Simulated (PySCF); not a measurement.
Work out the structure from these simulated measurements.

Formula: C3H3FO2.

| Item | Value |
| --- | --- |
| Polarisability | 40.9 au [PBE0/def2-SVPD] |
| Rotational structure | rotational constants A, B, C: 10.233, 2.743, 2.411 GHz [GFN2-xTB] |
| UV, strongest line | among the 6 lowest singlet transitions: S4 at 8.63 eV (144 nm, f = 0.057) [TDDFT PBE0/def2-SVPD] |
| 1H NMR | chemical shifts (computed TMS as zero) by class: 6.28 (1 H), 3.54 (1 H), 3.50 (1 H) ppm [GIAO PBE0/pcSseg-1] |
| 13C NMR | chemical shifts (computed TMS as zero) by class: 167.6 (1 C), 104.8 (1 C), 50.4 (1 C) ppm [GIAO PBE0/pcSseg-1] |
| Dipole | 3.52 D [PBE0/def2-SVPD] |

The electronic properties come from PySCF, for the isolated species, density fitting. Levels stand in brackets. NMR shifts are as computed; neighbouring signals can stand in another order in a measured spectrum. Geometry: GFN2-xTB; no solvent, vibrations or thermal averaging. NMR values are class means; diastereotopic atoms form classes of their own.

**Question.** What is the compound? Reason from the data.

**Answer.** Numbering: `[O:1]=[C:2]1[CH2:3][C@@H:4]([F:5])[O:6]1`. Its formula, C3H3FO2, gives 2 degrees of unsaturation: 1 ring and 1 π bond in the structure found. 3 carbons fall into 3 classes; from least to most shielded: ester carbonyl carbon [C2] (167.6 ppm), sp3 C–F carbon [C4] (104.8 ppm), sp3 carbon next to a carbonyl [C3] (50.4 ppm). Hydrogen classes from least to most shielded: 1 H on an sp3 C–F carbon, C4 (6.28 ppm), 1 H on an sp3 carbon next to a carbonyl, C3 (3.54 ppm), 1 H on an sp3 carbon next to a carbonyl, C3 (3.50 ppm). The optimised geometry has point group C1 and is an asymmetric top. Structure: `O=C1C[C@@H](F)O1`. Computed isomers that give other values at the same levels: `O=C(O)/C=C/F` (13C chemical shifts (computed TMS as zero) by class: 178.0 (1 C), 170.3 (1 C), 109.6 (1 C) ppm); `O=CO/C=C\F` (rotational constant A: 15.581 GHz; this holds for the one conformer computed); `O=C(O)/C=C\F` (rotational constant A: 8.461 GHz; this holds for the one conformer computed). The assignments are read from this structure; whether some other isomer fits the data as well wasn't checked. The mirror image fits equally.
